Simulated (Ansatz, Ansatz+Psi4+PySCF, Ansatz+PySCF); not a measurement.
```xyz
3

C     0.0623    0.5842    0.0000
O     0.0623   -0.5901    0.0000
H    -0.8720    1.2152    0.0000
```

Basis set: cc-pVTZ (spherical functions). Frozen core: 2 orbitals. Correlation on ROHF uses semicanonical orbitals with singles. Charge 0, multiplicity 2.

Computed with Ansatz (development build ahead of 0.2.0); each method stands on the lowest determinant of its kind that the runs found.

The atomization energy at this shape (free ground-state atoms in the same class of orbitals less the molecule, no zero-point energy) of doublet CHO:

```
  method  atomization energy
ROHF-MP2     281.35 kcal/mol
 UHF-MP2     280.44 kcal/mol
```

(1) What does ROHF-CCSD(T) give?

Results:

(1) 269.63 kcal/mol.
